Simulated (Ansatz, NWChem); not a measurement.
**NWChem → Ansatz**

This NWChem 7.3.0 job computes C2H3F3 (1,1,2-trifluoroethane):

run.py:
```python
from ase import Atoms
from ase.calculators.nwchem import NWChem

mol = Atoms(['F', 'C', 'C', 'F', 'F', 'H', 'H', 'H'], positions=[
    [-1.142800, -0.681000, 1.163100],
    [-0.188200, 0.195100, 0.711800],
    [0.172900, -0.152400, -0.711300],
    [0.824200, -1.335800, -0.756500],
    [1.011700, 0.803600, -1.182200],
    [0.701700, 0.118900, 1.342500],
    [-0.588500, 1.211500, 0.747300],
    [-0.698800, -0.217000, -1.370500],
])

calc = NWChem(
    label='input',
    theory='dft',
    memory='2200 mb',
    basis='def2-SVP',
    basispar='spherical bse',
    dft={'xc': 'pbe0', 'mult': '1', 'grid': 'xfine', 'convergence': 'energy 1e-08', 'iterations': '100', 'mulliken': None},
)
mol.calc = calc

forces = mol.get_forces()
e = mol.get_potential_energy()
print(f"E = {e:.6f} eV")
print("forces (eV/A):")
for s, f in zip(mol.symbols, forces):
    print(f"{s:2s} {f[0]:10.5f} {f[1]:10.5f} {f[2]:10.5f}")
print("dipole (e A):", mol.get_dipole_moment().round(4))
```

```bash
$ export ASE_NWCHEM_COMMAND="nwchem PREFIX.nwi > PREFIX.nwo"
$ python run.py
```

The shape is that of a PBE0-D4/def2-TZVP optimisation. This is one conformer, not always the lowest.

It gives a total energy of -376.869141 Eh.

Task: Write the same calculation for Ansatz 0.2.0 as an input file of the program's own.

Result: This input was run:

in.yaml:
```yaml
crystal:
  periodic: [false, false, false]
  atoms:
    - symbol: F
      position_ang: [-1.142800, -0.681000, 1.163100]
    - symbol: C
      position_ang: [-0.188200, 0.195100, 0.711800]
    - symbol: C
      position_ang: [0.172900, -0.152400, -0.711300]
    - symbol: F
      position_ang: [0.824200, -1.335800, -0.756500]
    - symbol: F
      position_ang: [1.011700, 0.803600, -1.182200]
    - symbol: H
      position_ang: [0.701700, 0.118900, 1.342500]
    - symbol: H
      position_ang: [-0.588500, 1.211500, 0.747300]
    - symbol: H
      position_ang: [-0.698800, -0.217000, -1.370500]
basis:
  gaussian: {orbitals: def2-SVP}
hamiltonian: {xc: {name: PBE0}}
accuracy: high
output: {forces: true, orbitals: {seedname: orbitals}}
```

```bash
$ ansatz run in.yaml --threads 1 --pin off --max-ram 2610MiB --events-out events.jsonl --progress --plain --runs-dir runs
```

Its energy is -376.869141 Eh, 0.000 mEh from the first.
